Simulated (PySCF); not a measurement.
Ligands exchanged one at a time, B F-SH. Isolated molecules, 0 K electronic values unless said otherwise. One relaxed conformer stands for each flexible species; it need not be the lowest. Strings in code marks are SMILES.

These are PBE-D3(BJ)/def2-TZVP // B3LYP-D3(BJ)/def2-TZVP in PySCF values and carry that method's errors. Delta-SCF ions had no search for a lower state. Excitations are Tamm–Dancoff values on a coarser integration grid. The basis has no diffuse functions, so Rydberg states are missing or too high.

```csv
species,T1 excitation (TDA) (eV),vertical ionisation energy (Delta-SCF) (eV),LUMO (eV),S1–T1 gap (TDA) (eV),HOMO–LUMO gap (eV)
0 of 3 F replaced by SH (`FB(F)F`),9.45,14.42,[?],0.26,9.61
1 of 3 F replaced by SH (`FB(F)S` (F–B–S–H torsion 0°)),[?],10.92,[?],0.86,6.23
2 of 3 F replaced by SH,4.85,9.56,-1.31,[?],5.18
3 of 3 F replaced by SH (`SB(S)S`),4.45,–,-1.61,0.40,4.75
```

Task: What belongs in the gaps?

Result: 
- 0 of 3 F replaced by SH (`FB(F)F`), LUMO (eV): -0.39
- 1 of 3 F replaced by SH (`FB(F)S` (F–B–S–H torsion 0°)), T1 excitation (TDA) (eV): 5.73
- 1 of 3 F replaced by SH (`FB(F)S` (F–B–S–H torsion 0°)), LUMO (eV): -0.93
- 2 of 3 F replaced by SH, S1–T1 gap (TDA) (eV): 0.71
